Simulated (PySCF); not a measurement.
C2H3F. Atoms are numbered in the order given.

```xyz
6

C      0.1987    -1.1771     0.0000
C     -0.4335    -0.0213     0.0000
F      0.2233     1.1553     0.0000
H      1.2783    -1.2323     0.0000
H     -0.3725    -2.0935     0.0000
H     -1.5067     0.1184     0.0000
```

The structure is a stationary point at B3LYP-D3(BJ)/def2-TZVP.

These are PySCF with PBE/pcSseg-2 values and carry that method's errors.

GIAO shieldings, no solvent; atoms listed in one row are averaged. δ = σ(ref) − σ: ¹³C against TMS (σ = 181.4 ppm); ¹⁹F against CFCl3 (σ = 132.0 ppm); ¹H against TMS (σ = 31.47 ppm), references at their B3LYP-D3(BJ)/def2-TZVP geometries, non-relativistic.

| nucleus | atoms | count | δ (ppm) |
|---|---|---|---|
| ¹³C | C2 | 1 | 170.2 |
| ¹³C | C1 | 1 | 99.5 |
| ¹⁹F | F3 | 1 | -124.3 |
| ¹H | H6 | 1 | 7.07 |
| ¹H | H4 | 1 | 4.94 |
| ¹H | H5 | 1 | 4.60 |
